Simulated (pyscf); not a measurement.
PySCF, gas phase, ωB97X-D3(BJ)/def2-SVP geometries.

### Question
Estimate the classical barrier height and the reaction energy of `[SiH3][O][PH2]` + `[H][H]` → `[PH3]` + `[OH][SiH3]` at ωB97M-D3(BJ)/def2-TZVP. The step runs on the singlet surface, breaks O–P, H–H and forms H–P, H–O; take the separated reactants as zero.

### Answer
ΔE‡ = 59.9 kcal/mol, ΔE = -6.3 kcal/mol. Zero-point energy shifts the barrier by +2.0 kcal/mol. It is a four-centre exchange, with an imaginary mode of 1386i cm⁻¹. H₃Si–O–PH₂ lies 5.7 kcal/mol over its isomer HO–SiH₂–PH₂ (electronic energy, ωB97M-D3(BJ)/def2-TZVP). This is the saddle that the search found; another between the same sides may lie lower.
